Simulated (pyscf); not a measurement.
## Four-centre exchange: HO–B(Cl)–Cl + hydrogen fluoride (HF) → HO–B(Cl)–Cl + hydrogen fluoride (HF)

Gas phase, singlet surface, charge 0. Bonds broken: O1–H5, F6–H7. Bonds formed: O1–H7, H5–F6. Structures and frequencies: ωB97X-D3(BJ)/def2-SVP in PySCF.

Transition state (Å):

```xyz
7

O     -0.5440    -0.3486     0.1633
B     -0.1136     0.7296    -0.5071
Cl     1.3760     1.5277    -0.0279
Cl    -1.0458     1.3547    -1.8585
H     -0.2460    -1.2969     0.8673
F     -0.9208    -2.2791     0.8316
H     -1.2191    -1.3627     0.1310
```

One imaginary mode, 2184i cm⁻¹; descent along it reached the two sides named, in the forms told below.

```tsv
bond	change	reactant side (Å)	saddle	product side
O1–H5	breaks	0.972	1.218	3.2
F6–H7	breaks	0.927	1.191	1.804
O1–H7	forms	3.2	1.219	0.972
H5–F6	forms	1.808	1.192	0.927
```

Electronic energies relative to the separated reactants (eV):

```tsv
level	barrier	reaction energy	reverse barrier
ωB97X-D3(BJ)/def2-TZVP	1.74	0.00	1.74
PBE/def2-TZVP	1.37	0.00	1.37
r²SCAN/def2-TZVP	1.52	0.00	1.52
B3LYP-D3(BJ)/def2-TZVP	1.63	0.00	1.63
PBE0-D3(BJ)/def2-TZVP	1.59	0.00	1.59
M06-2X/def2-TZVP	1.68	0.00	1.68
ωB97M-D3(BJ)/def2-TZVP	1.70	0.00	1.70
HF/def2-TZVP	2.56	0.00	2.56
```

With ωB97M-D3(BJ)/def2-TZVP energies and thermal terms (ideal gas, 1 atm, RRHO with modes under 100 cm⁻¹ raised to 100, one conformer, R ln 2 for chiral ones without a mode under 150 cm⁻¹), in eV:

| T (K) | ΔH‡ | ΔG‡ | ΔH | ΔG |
|---|---|---|---|---|
| 298 | 1.58 | 1.98 | 0.00 | 0.00 |
| 600 | 1.56 | 2.40 | 0.00 | 0.00 |
| 900 | 1.57 | 2.82 | 0.00 | 0.00 |
| 1200 | 1.59 | 3.23 | 0.00 | 0.00 |

On the reactant side the descent ends in a complex, 0.19 eV under the separated species and 1.93 eV under the saddle at ωB97X-D3(BJ)/def2-TZVP. On the product side the descent ends in a complex (not fully relaxed), 0.19 eV under the separated species and 1.93 eV under the saddle at ωB97X-D3(BJ)/def2-TZVP. The same reactants have a lower exit, to H₂O + F–B(Cl)–Cl (barrier +0.70 eV at ωB97M-D3(BJ)/def2-TZVP, against +1.70 eV here). One saddle was located; it need not be the lowest between these sides.
